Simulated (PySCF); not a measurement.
# Basis set benchmark on one molecule

Molecule: `S[SiH2]Cl`, ClH$_{3}$SSi.

Bonds (- single, = double, # triple, : aromatic): S1-Si2 2.131 Å, Si2-Cl3 2.068 Å. S1 carries H4; Si2 carries H5, H6.

Geometry PBE0-D3(BJ)/def2-SVP throughout; GIAO in PySCF, gas phase, one conformer, non-relativistic; equivalent atoms averaged; functional PBE0.

Reference values (measured; solution; U. Herzog, Habilitationsschrift, TU Bergakademie Freiberg, 2002/2003): δ(Si2) = -12.3 ppm vs TMS. Computed shifts are taken against TMS, calculated as an isolated molecule at each level.

**Question.** How do the basis sets STO-3G, 6-31G, pcSseg-0, 6-31G*, def2-SVP, cc-pVDZ, pcSseg-1, aug-cc-pVDZ, 6-311+G(2d,p), def2-TZVP, cc-pVTZ, IGLO-III, pcSseg-2, pcSseg-3 perform against the reference? Times are CPU seconds on shared hosts with different chips, so compare them loosely.

**Answer.** 
| basis set | functions | Si2 | abs. error Si | core-s |
| --- | --- | --- | --- | --- |
| STO-3G | 30 | 2.1 | 14.4 | 2.6 |
| 6-31G | 45 | 35.8 | 48.1 | 5 |
| pcSseg-0 | 45 | 5.3 | 17.6 | 2.2 |
| 6-31G* | 60 | 25.6 | 37.9 | 6.2 |
| def2-SVP | 69 | 1.4 | 13.7 | 5.5 |
| cc-pVDZ | 69 | 2.8 | 15.1 | 3.6 |
| pcSseg-1 | 87 | 0.9 | 13.2 | 6.8 |
| aug-cc-pVDZ | 108 | -12.1 | 0.2 | 5.5 |
| 6-311+G(2d,p) | 123 | -3.2 | 9.1 | 11 |
| def2-TZVP | 129 | -6.7 | 5.6 | 13 |
| cc-pVTZ | 144 | -3.3 | 9.0 | 8.1 |
| IGLO-III | 162 | -9.5 | 2.8 | 7.8 |
| pcSseg-2 | 171 | -5.9 | 6.4 | 8.5 |
| pcSseg-3 | 327 | -7.0 | 5.3 | 32 |

For $^{29}$Si the closest is aug-cc-pVDZ (0.2 ppm) and the furthest 6-31G (48.1 ppm). Where a smaller basis beats a larger one, errors probably cancel; the largest sets show where the functional converges. One molecule is a small sample, and vibrational and solvent effects are absent from the calculation.

A small basis that lands close on one nucleus may do so by chance; judge by the trend and by all nuclei.
